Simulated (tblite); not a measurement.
Give a GFN2-xTB geometry of `CC#C[CH]C=S` [radical]. (Doublet state.)

```xyz
11
C5H5S angstrom
C     -2.4704    0.1879   -0.3745
C     -1.0473    0.1764   -0.1557
C      0.1484    0.1770    0.0285
C      1.5235    0.1752    0.2390
C      2.3902   -0.4847   -0.5766
S      4.0633   -0.5088   -0.3409
H     -2.7414    1.0612   -0.9695
H     -2.7768   -0.7104   -0.9104
H     -2.9979    0.2366    0.5782
H      1.8984    0.7262    1.0916
H      2.0155   -1.0341   -1.4316
```

Orientation and origin are arbitrary. Atoms count from 1 in this order. The 4 C–C bonds span 1.210 Å (C2≡C3, drawn triple) to 1.440 Å (C1–C2, drawn single), a spread of 0.230 Å. The 6 heavy atoms lie in one plane (0.002 Å rms). C4 (carbon bonded to 2 C and H) is planar (angles 122.6°, 119.9° and 117.5°, sum 360.0°, 0.00 Å off the plane of its three neighbours). C5 (carbon bonded to C, S and H) is planar (angles 123.6°, 119.9° and 116.5°, sum 360.0°, 0.00 Å off the plane of its three neighbours).

Bonds between heavy atoms (Å): C1–C2 1.440, C2≡C3 1.210, C3–C4 1.391, C4–C5 1.361, C5=S6 1.690.

Computed geometry: GFN2-xTB, gas phase. This method treats the open shell by occupation alone, without spin polarisation.

Its GFN2-xTB frequencies are all real (lowest 27 cm⁻¹). Torsions: C3–C4–C5–S6 180°.

One conformer stands for the species.
